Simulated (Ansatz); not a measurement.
A made-up structure of Si$_{2}$H$_{5}$O (charge -1), singlet:

O1  (-1.405, 0.439, -1.509)
Si2  (-0.790, 1.093, -0.008)
Si3  (0.733, -0.621, 0.683)
H4  (0.797, 0.797, 0.624)
H5  (0.388, 1.913, -0.567)
H6  (1.617, -0.119, 1.802)
H7  (1.725, -1.250, -0.275)
H8  (0.089, -1.842, 1.299)
(Å)

It is relaxed with PBE-D4/def2-SVPD and then PBE0-D4/def2-TZVPD (Ansatz 0.2.0). Atoms count as bonded within 1.22 times the sum of their covalent radii (H–H: 0.88 Å). The end point is not checked to be a true minimum.

Problem. Does its bonding change? (A judgement: the text doesn't fix the answer.)

Solution. By the calculation: Yes. Formed: Si2–H4; broken: Si3–H4.

Where it ends: The first stage lowers the energy by 3.53 eV in 21 steps. It ends as Si₂H₅O ([O][SiH2][SiH3]), total charge -1:
```tsv
atom	x (Å)	y (Å)	z (Å)
O1	-1.2538	0.4470	-1.4994
Si2	-0.1696	0.9302	-0.4862
Si3	0.8205	-0.7861	0.8504
H4	1.0836	1.6049	-1.0364
H5	-0.5857	1.9170	0.6009
H6	1.8662	-0.2947	1.8211
H7	1.5331	-1.8618	0.0775
H8	-0.1408	-1.5473	1.7215
```

Labels in which every atom is bracketed show which atoms are joined, not bond orders.

For scale, one of the runs: PBE0-D4/def2-TZVPD relaxation, 171 basis functions, launched by `ansatz run in.yaml --threads 2 --pin off --events-out ev --progress --plain --max-ram 4352MiB`. Hardware: 2 CPU threads of an Arm Neoverse V2, shared host. Wall time about 23 s.
